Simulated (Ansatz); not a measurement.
# HF with C2H4: superposition error and deformation, part 2 of 3

Ansatz 0.2.0, Gaussian basis. Earlier steps stand in the parts before.

### 10 revPBE-D4/def2-TZVPPD

The inputs:

a/in.yaml

```yaml
crystal:
  periodic: [false, false, false]
  atoms:
    - {symbol: F, position_ang: [1.051933, -0.544222, -2.074984]}
    - {symbol: H, position_ang: [0.641995, -0.331555, -1.264870]}
basis:
  gaussian: {orbitals: "def2-TZVPPD.json"}
hamiltonian: {xc: {name: revPBE}, dispersion: d4}
```

b/in.yaml

```yaml
crystal:
  periodic: [false, false, false]
  atoms:
    - {symbol: C, position_ang: [-0.809011, 0.376630, 0.225190]}
    - {symbol: C, position_ang: [0.246898, -0.086003, 0.883120]}
    - {symbol: H, position_ang: [-1.646803, -0.264260, -0.027978]}
    - {symbol: H, position_ang: [-0.879607, 1.415804, -0.077897]}
    - {symbol: H, position_ang: [1.080923, 0.556836, 1.143672]}
    - {symbol: H, position_ang: [0.313675, -1.123233, 1.193646]}
basis:
  gaussian: {orbitals: "def2-TZVPPD.json"}
hamiltonian: {xc: {name: revPBE}, dispersion: d4}
```

The same command starts each run, in its folder.

The run is started by

```console
$ ansatz run in.yaml --threads 2 --pin off --events-out ev --progress --plain --max-ram 5222MiB
```

a printed, shortened:

```text
Functional definition: revPBE
  name "revPBE"
  cite "Zhang & Yang, Phys. Rev. Lett. 80, 890 (1998) doi:10.1103/PhysRevLett.80.890"
  cite "Perdew, Burke & Ernzerhof, Phys. Rev. Lett. 77, 3865 (1996) doi:10.1103/PhysRevLett.77.3865"
[...]
256 factors; their error is unknown
[...]
mean field -2733.68146793 eV, -100.4609409904 hartree, gradient 5.2e-6 eV, S^2 0.000000; 0 other end points of the search recorded, 0 dependent functions left out
reference -2733.68151483 eV, -100.4609427140 hartree; 5, 5 occupied and 52, 52 virtual orbitals, 256 factors
Total energy: -2733.69096195 eV, -100.4612898894 hartree
```

Output in b, shortened:

```text
[... 4 set-up lines as earlier in the session ...]
[...]
584 factors; their error is unknown
[...]
mean field -2138.67805343 eV, -78.5949688155 hartree, gradient 1.3e-5 eV, S^2 0.000000; 0 other end points of the search recorded, 0 dependent functions left out
reference -2138.67809482 eV, -78.5949703367 hartree; 8, 8 occupied and 134, 134 virtual orbitals, 584 factors
Total energy: -2138.88933363 eV, -78.6027332197 hartree
```

Times: 0.2 s (a), 0.85 s (b) on 2 threads, shared host.

### 11 B97M-V/def2-TZVPPD

The same edit goes into each in.yaml of step 10 (a, b):

```diff
-hamiltonian: {xc: {name: revPBE}, dispersion: d4}
+hamiltonian: {xc: {name: B97M-V}}
```

One command serves all of them, each in its own folder.

The run is started by

```console
$ ansatz run in.yaml --threads 2 --pin off --events-out ev --progress --plain --max-ram 5222MiB
```

a printed, shortened:

```text
Functional definition: B97M-V
  name "B97M-V"
  cite "Mardirossian & Head-Gordon, J. Chem. Phys. 142, 074111 (2015) doi:10.1063/1.4907719"
[... 2 set-up lines as earlier in the session ...]
  # Of w^i u^j: cxij and so on, Table III.
[...]
  gx(w, u) = cx00 + cx01*u + cx02*u^2 + (cx10 + cx11*u)*w
[...]
  gos(w, u) = cos00 + cos01*u + cos03*u^3 + cos10*w + cos32*w^3*u^2
[...]
      + integral(e_c_pw_mod_opposite_spin*gos(b97_w_opposite, b97_u_opposite)) + vv10(b, c)
256 factors; their error is unknown
[...]
mean field -2733.45210064 eV, -100.4525118980 hartree, gradient 3.5e-5 eV, S^2 0.000000; 0 other end points of the search recorded, 0 dependent functions left out
reference -2733.45215539 eV, -100.4525139102 hartree; 5, 5 occupied and 52, 52 virtual orbitals, 256 factors
Total energy: -2733.45215539 eV, -100.4525139102 hartree
```

b printed, shortened:

```text
[... 5 set-up lines as earlier in the session ...]
  # Of w^i u^j: cxij and so on, Table III.
[...]
  gx(w, u) = cx00 + cx01*u + cx02*u^2 + (cx10 + cx11*u)*w
[...]
  gos(w, u) = cos00 + cos01*u + cos03*u^3 + cos10*w + cos32*w^3*u^2
[...]
      + integral(e_c_pw_mod_opposite_spin*gos(b97_w_opposite, b97_u_opposite)) + vv10(b, c)
584 factors; their error is unknown
[...]
mean field -2139.28419240 eV, -78.6172440119 hartree, gradient 7.1e-5 eV, S^2 0.000000; 0 other end points of the search recorded, 0 dependent functions left out
reference -2139.28423680 eV, -78.6172456434 hartree; 8, 8 occupied and 134, 134 virtual orbitals, 584 factors
Total energy: -2139.28423680 eV, -78.6172456434 hartree
```

Wall times: 0.5 s (a), 3.7 s (b) on 2 threads, shared host.

### 12 HSE06-D4/def2-TZVPPD

Each input of step 11 (a, b) changes in the same lines:

```diff
-hamiltonian: {xc: {name: B97M-V}}
+hamiltonian: {xc: hse06, dispersion: d4}
```

The same command starts each run, in its folder.

The run is started by

```console
$ ansatz run in.yaml --threads 2 --pin off --events-out ev --progress --plain --max-ram 5222MiB
```

a printed, shortened:

```text
Functional definition: HSE06
  name "HSE06"
  cite "Heyd, Scuseria & Ernzerhof, J. Chem. Phys. 118, 8207 (2003) doi:10.1063/1.1564060"
  cite "Krukau, Vydrov, Izmaylov & Scuseria, J. Chem. Phys. 125, 224106 (2006) doi:10.1063/1.2404663"
  cite "Heyd & Scuseria, J. Chem. Phys. 120, 7274 (2004) doi:10.1063/1.1668634"
  cite "Ernzerhof & Perdew, J. Chem. Phys. 109, 3313 (1998) doi:10.1063/1.476928"
[...]
256 factors; their error is unknown
24 factors; integrals over basis functions are off by at most 6.0e-5 eV
[...]
mean field -2731.80462526 eV, -100.3919682945 hartree, gradient 3.7e-5 eV, S^2 0.000000; 0 other end points of the search recorded, 0 dependent functions left out
reference -2731.80466269 eV, -100.3919696701 hartree; 5, 5 occupied and 52, 52 virtual orbitals, 256 factors
Total energy: -2731.80602371 eV, -100.3920196867 hartree
```

b printed, shortened:

```text
[... 6 set-up lines as earlier in the session ...]
[...]
584 factors; their error is unknown
69 factors; integrals over basis functions are off by at most 2.0e-6 eV
[...]
mean field -2136.32735438 eV, -78.5085822186 hartree, gradient 2.4e-5 eV, S^2 0.000000; 0 other end points of the search recorded, 0 dependent functions left out
reference -2136.32738324 eV, -78.5085832794 hartree; 8, 8 occupied and 134, 134 virtual orbitals, 584 factors
Total energy: -2136.36577945 eV, -78.5099943140 hartree
```

Wall times: 0.25 s (a), 1 s (b) on 2 threads, shared host.

### 13 CCSD(T)/def2-TZVPPD

The same edit goes into each in.yaml of step 12 (a, b):

```diff
-hamiltonian: {xc: hse06, dispersion: d4}
+correlation: {method: ccsd_t}
```

The same command starts each run, in its folder.

The run is started by

```console
$ ansatz run in.yaml --threads 2 --pin off --events-out ev --progress --plain --max-ram 5222MiB
```

Log of a, shortened:

```text
Functional definition: HF
  name "HF"
  cite "Fock, Z. Phys. 61, 126 (1930) doi:10.1007/BF01340294"
[... 1 set-up line as earlier in the session ...]
[...]
354 factors; integrals over basis functions are off by at most 1.2e-3 eV
[...]
mean field -2722.91755716 eV, -100.0653745659 hartree, gradient 1.7e-6 eV, S^2 0.000000; 0 other end points of the search recorded, 0 dependent functions left out
1 core orbitals not correlated: weight in the atoms' cores, before any rotation towards them, 1.000 or more for the frozen orbitals, at most 0.000 for the correlated occupied ones
reference -2722.91755716 eV, -100.0653745659 hartree; 4, 4 occupied and 52, 52 virtual orbitals, 354 factors
second order -7.45190410 eV of doubles, -0.00000000 eV of singles
cycle   1  -7.35460052 eV  change    9.7e-2 eV  update   4.8e-2
[...]
cycle   9  -7.50387977 eV  change    1.9e-6 eV  update   1.5e-6
perturbative correction -0.18678361 eV, -0.0068641712 hartree
Total energy: -2730.60822055 eV, -100.3480012323 hartree
```

b printed, shortened:

```text
[... 4 set-up lines as earlier in the session ...]
[...]
807 factors; integrals over basis functions are off by at most 6.5e-4 eV
[...]
mean field -2124.29730213 eV, -78.0664859528 hartree, gradient 2.1e-6 eV, S^2 0.000000; 0 other end points of the search recorded, 0 dependent functions left out
2 core orbitals not correlated: weight in the atoms' cores, before any rotation towards them, 1.000 or more for the frozen orbitals, at most 0.000 for the correlated occupied ones
reference -2124.29730213 eV, -78.0664859528 hartree; 6, 6 occupied and 134, 134 virtual orbitals, 807 factors
second order -9.12484235 eV of doubles, -0.00000000 eV of singles
cycle   1  -9.49053022 eV  change   -3.7e-1 eV  update   6.3e-2
[...]
cycle   8  -9.79270611 eV  change   -1.2e-5 eV  update   9.1e-6
perturbative correction -0.40830264 eV, -0.0150048452 hartree
Total energy: -2134.49831088 eV, -78.4413661098 hartree
```

Times: 0.3 s (a), 6.5 s (b) on 2 threads, shared host; peak memory 0.81 GiB.

### 14 Relaxing HF alone

relax-a/in.yaml

```yaml
crystal:
  periodic: [false, false, false]
  atoms:
    - {symbol: F, position_ang: [1.051933, -0.544222, -2.074984]}
    - {symbol: H, position_ang: [0.641995, -0.331555, -1.264870]}
basis:
  gaussian: {orbitals: def2-TZVP}
hamiltonian: {xc: pbe0, dispersion: d4}
relax: {f_tol: 0.005, max_steps: 200}
```

The run is started by

```console
$ ansatz run in.yaml --threads 2 --pin off --events-out ev --progress --plain --max-ram 5222MiB
```

Output, shortened:

```text
[... 5 set-up lines as earlier in the session ...]
[...]
200 factors; their error is unknown
[...]
mean field -2731.79713030 eV, -100.3916928600 hartree, gradient 6.9e-6 eV, S^2 0.000000; 0 other end points of the search recorded, 0 dependent functions left out
[...]
reference -2731.80170822 eV, -100.3918610952 hartree; 5, 5 occupied and 32, 32 virtual orbitals, 200 factors
Total energy: -2731.80322148 eV, -100.3919167067 hartree
Atom 0 at     1.049178    -0.542793    -2.069540 Å, force     0.002249    -0.001167    -0.004444 eV/Å
Atom 1 at     0.644750    -0.332984    -1.270314 Å, force    -0.002249     0.001167     0.004444 eV/Å
Dipole moment:    -0.176194     0.091406     0.348193 e Å
```

It took 0.6 s on 2 threads, shared host.

Step by step:

| step | energy from step 1 (eV) | largest force component (eV/Å) |
| --- | --- | --- |
| 1 | 0.0000 | 0.6277 |
| 2 | -0.0044 | 0.1350 |
| 3 | -0.0046 | 0.0044 |

The bond:

| bond | before (Å) | after (Å) | change (Å) |
| --- | --- | --- | --- |
| F1–H2 | 0.933 | 0.920 | -0.013 |

### 15 Relaxing C2H4 alone

relax-b/in.yaml

```yaml
crystal:
  periodic: [false, false, false]
  atoms:
    - {symbol: C, position_ang: [-0.809011, 0.376630, 0.225190]}
    - {symbol: C, position_ang: [0.246898, -0.086003, 0.883120]}
    - {symbol: H, position_ang: [-1.646803, -0.264260, -0.027978]}
    - {symbol: H, position_ang: [-0.879607, 1.415804, -0.077897]}
    - {symbol: H, position_ang: [1.080923, 0.556836, 1.143672]}
    - {symbol: H, position_ang: [0.313675, -1.123233, 1.193646]}
basis:
  gaussian: {orbitals: def2-TZVP}
hamiltonian: {xc: pbe0, dispersion: d4}
relax: {f_tol: 0.005, max_steps: 200}
```

The run is started by

```console
$ ansatz run in.yaml --threads 2 --pin off --events-out ev --progress --plain --max-ram 5222MiB
```

Output, shortened:

```text
[... 5 set-up lines as earlier in the session ...]
[...]
536 factors; their error is unknown
[...]
mean field -2136.42577712 eV, -78.5121991877 hartree, gradient 2.8e-5 eV, S^2 0.000000; 0 other end points of the search recorded, 0 dependent functions left out
[...]
Atom 2 at    -1.644913    -0.264517    -0.028564 Å, force     0.000969     0.001414     0.000086 eV/Å
Atom 3 at    -0.878161     1.414505    -0.078484 Å, force    -0.000451    -0.001645     0.000198 eV/Å
Atom 4 at     1.080265     0.556446     1.141822 Å, force    -0.000931    -0.001435    -0.000127 eV/Å
Atom 5 at     0.313524    -1.122582     1.191734 Å, force     0.000447     0.001647    -0.000201 eV/Å
Dipole moment:    -0.000001     0.000001     0.000002 e Å
```

Run time: 2.7 s. Hardware: 2 threads, shared host.

Step by step:

| step | energy from step 1 (eV) | largest force component (eV/Å) |
| --- | --- | --- |
| 1 | 0.0000 | 0.2207 |
| 2 | 0.0003 | 0.0954 |
| 3 | -0.0007 | 0.0021 |

Close pairs (by a distance rule), those that changed most:

| bond | before (Å) | after (Å) | change (Å) |
| --- | --- | --- | --- |
| C1–C2 | 1.327 | 1.323 | -0.004 |
| C2–H6 | 1.085 | 1.085 | -0.000 |
| C1–H3 | 1.085 | 1.085 | -0.000 |
| C1–H4 | 1.085 | 1.085 | -0.000 |
| C2–H5 | 1.085 | 1.085 | -0.000 |

### 16 PBE-D4/def2-TZVPPD

free-a/in.yaml

```yaml
crystal:
  periodic: [false, false, false]
  atoms:
    - {symbol: F, position_ang: [1.049178, -0.542793, -2.069540]}
    - {symbol: H, position_ang: [0.644750, -0.332984, -1.270314]}
basis:
  gaussian: {orbitals: "def2-TZVPPD.json"}
hamiltonian: {xc: pbe, dispersion: d4}
```

free-b/in.yaml

```yaml
crystal:
  periodic: [false, false, false]
  atoms:
    - {symbol: C, position_ang: [-0.808526, 0.376512, 0.228742]}
    - {symbol: C, position_ang: [0.243887, -0.084590, 0.884504]}
    - {symbol: H, position_ang: [-1.644913, -0.264517, -0.028564]}
    - {symbol: H, position_ang: [-0.878161, 1.414505, -0.078484]}
    - {symbol: H, position_ang: [1.080265, 0.556446, 1.141822]}
    - {symbol: H, position_ang: [0.313524, -1.122582, 1.191734]}
basis:
  gaussian: {orbitals: "def2-TZVPPD.json"}
hamiltonian: {xc: pbe, dispersion: d4}
```

One command serves all of them, each in its own folder.

The run is started by

```console
$ ansatz run in.yaml --threads 2 --pin off --events-out ev --progress --plain --max-ram 5222MiB
```

free-a printed, shortened:

```text
[... 4 set-up lines as earlier in the session ...]
[...]
256 factors; their error is unknown
[...]
mean field -2731.92958307 eV, -100.3965604094 hartree, gradient 3.7e-5 eV, S^2 0.000000; 0 other end points of the search recorded, 0 dependent functions left out
reference -2731.92962078 eV, -100.3965617953 hartree; 5, 5 occupied and 52, 52 virtual orbitals, 256 factors
Total energy: -2731.93151464 eV, -100.3966313932 hartree
```

Log of free-b, shortened:

```text
[... 4 set-up lines as earlier in the session ...]
[...]
584 factors; their error is unknown
[...]
mean field -2136.14286474 eV, -78.5018023494 hartree, gradient 4.7e-6 eV, S^2 0.000000; 0 other end points of the search recorded, 0 dependent functions left out
reference -2136.14289711 eV, -78.5018035392 hartree; 8, 8 occupied and 134, 134 virtual orbitals, 584 factors
Total energy: -2136.19481621 eV, -78.5037115309 hartree
```

Wall times: 0.2 s (free-a), 0.9 s (free-b) on 2 threads, shared host.

### 17 r2SCAN-D4/def2-TZVPPD

Each input of step 16 (free-a, free-b) changes in the same lines:

```diff
-hamiltonian: {xc: pbe, dispersion: d4}
+hamiltonian: {xc: r2scan, dispersion: d4}
```

One command serves all of them, each in its own folder.

The run is started by

```console
$ ansatz run in.yaml --threads 2 --pin off --events-out ev --progress --plain --max-ram 5222MiB
```

free-a printed, shortened:

```text
[... 5 set-up lines as earlier in the session ...]
[...]
256 factors; their error is unknown
[...]
mean field -2733.34937126 eV, -100.4487366630 hartree, gradient 7.1e-6 eV, S^2 0.000000; 0 other end points of the search recorded, 0 dependent functions left out
reference -2733.34938436 eV, -100.4487371443 hartree; 5, 5 occupied and 52, 52 virtual orbitals, 256 factors
Total energy: -2733.34984188 eV, -100.4487539581 hartree
```

free-b printed, shortened:

```text
[... 5 set-up lines as earlier in the session ...]
[...]
584 factors; their error is unknown
[...]
mean field -2137.79579301 eV, -78.5625463431 hartree, gradient 3.0e-5 eV, S^2 0.000000; 0 other end points of the search recorded, 0 dependent functions left out
reference -2137.79580164 eV, -78.5625466604 hartree; 8, 8 occupied and 134, 134 virtual orbitals, 584 factors
Total energy: -2137.80793416 eV, -78.5629925222 hartree
```

Wall times: 0.5 s (free-a), 1.8 s (free-b) on 2 threads, shared host.

### 18 PBE0-D4/def2-TZVPPD

The same edit goes into each in.yaml of step 17 (free-a, free-b):

```diff
-hamiltonian: {xc: r2scan, dispersion: d4}
+hamiltonian: {xc: pbe0, dispersion: d4}
+output: {orbitals: {seedname: orbitals}}
```

One command serves all of them, each in its own folder.

The run is started by

```console
$ ansatz run in.yaml --threads 2 --pin off --events-out ev --progress --plain --max-ram 5222MiB
```

Output in free-a, shortened:

```text
[... 5 set-up lines as earlier in the session ...]
[...]
256 factors; their error is unknown
[...]
mean field -2731.92137089 eV, -100.3962586173 hartree, gradient 2.9e-5 eV, S^2 0.000000; 0 other end points of the search recorded, 0 dependent functions left out
reference -2731.92139902 eV, -100.3962596511 hartree; 5, 5 occupied and 52, 52 virtual orbitals, 256 factors
Total energy: -2731.92291228 eV, -100.3963152626 hartree
```

Log of free-b, shortened:

```text
[... 5 set-up lines as earlier in the session ...]
[...]
584 factors; their error is unknown
[...]
mean field -2136.46642970 eV, -78.5136931425 hartree, gradient 8.2e-6 eV, S^2 0.000000; 0 other end points of the search recorded, 0 dependent functions left out
reference -2136.46645157 eV, -78.5136939464 hartree; 8, 8 occupied and 134, 134 virtual orbitals, 584 factors
Total energy: -2136.50863672 eV, -78.5152442220 hartree
```

They took 0.2 s (free-a), 0.9 s (free-b) on 2 threads, shared host.

(Part 2 of 3 ends here.)
